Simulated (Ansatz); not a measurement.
Geometry optimisation, RHF/6-31G* (Ansatz 0.2.0).

input.yaml

```yaml
crystal:
  periodic: [false, false, false]
  atoms:
    - { symbol: Al, position_ang: [-0.131759, 0.182209, -1.100618] }
    - { symbol: C, position_ang: [1.483281, -0.078721, 1.625844] }
    - { symbol: H, position_ang: [0.625998, -0.710248, 1.818493] }
    - { symbol: H, position_ang: [2.227782, -0.233774, 2.398965] }
    - { symbol: H, position_ang: [1.16891, 0.958413, 1.635951] }
    - { symbol: H, position_ang: [1.935605, -0.328826, 0.659462] }
    - { symbol: H, position_ang: [-1.290016, 0.210948, 0.077904] }
basis:
  gaussian: { orbitals: "6-31G*" }
hamiltonian:
  xc: hf
relax:
  f_tol: 0.03
  max_steps: 50
output:
  orbitals: {}
```

Command:

```bash
$ ansatz run input.yaml --threads 1 --pin off --max-ram 2048MiB --backend cpu --events-out ev --progress --plain --runs-dir out
```

Question: Where does it end, and by what steps?

Answer: The run converged. The force dipped under the threshold on the way, but the program's further checks kept it going. After 21 steps the energy has fallen by 0.125 eV; Al1 moved furthest, 1.05 Å.

| step | energy less start (eV) | largest force component (eV/Å) | accepted |
| --- | --- | --- | --- |
| 0 | 0.0000 | 0.418 | yes |
| 1 | -0.0665 | 0.145 | yes |
| 2 | -0.1007 | 0.059 | yes |
| 3 | -0.1145 | 0.081 | yes |
| 4 | -0.1186 | 0.036 | yes |
| 5 | -0.1207 | 0.086 | yes |
| 6 | -0.1215 | 0.082 | yes |
| 7 | -0.1220 | 0.029 | yes |
| 8 | -0.1223 | 0.021 | yes |
| 9 | -0.1224 | 0.033 | yes |
| 10 | -0.1225 | 0.042 | yes |
| 11 | -0.1227 | 0.048 | yes |
| 12 | -0.1229 | 0.057 | yes |
| 13 | -0.1230 | 0.064 | yes |
| 14 | -0.1232 | 0.074 | yes |
| 15 | -0.1234 | 0.074 | yes |
| 16 | -0.1237 | 0.078 | yes |
| 17 | -0.1239 | 0.072 | yes |
| 18 | -0.1241 | 0.053 | yes |
| 19 | -0.1244 | 0.021 | yes |
| 20 | -0.1245 | 0.048 | yes |
| 21 | -0.1246 | 0.014 | yes |

```xyz
7
Properties=species:S:1:pos:R:3
Al -0.941 0.349 -1.755
C 1.741 -0.047 1.850
H 0.690 -0.289 1.738
H 2.142 -0.579 2.704
H 1.853 1.019 2.004
H 2.282 -0.342 0.958
H -1.747 -0.111 -0.385
```

Whether the end is a true minimum wasn't checked by a vibrational analysis.

Time of the run: 10 s on 1 thread of Arm Neoverse V1 (shared host), peak memory 0.092 GiB.
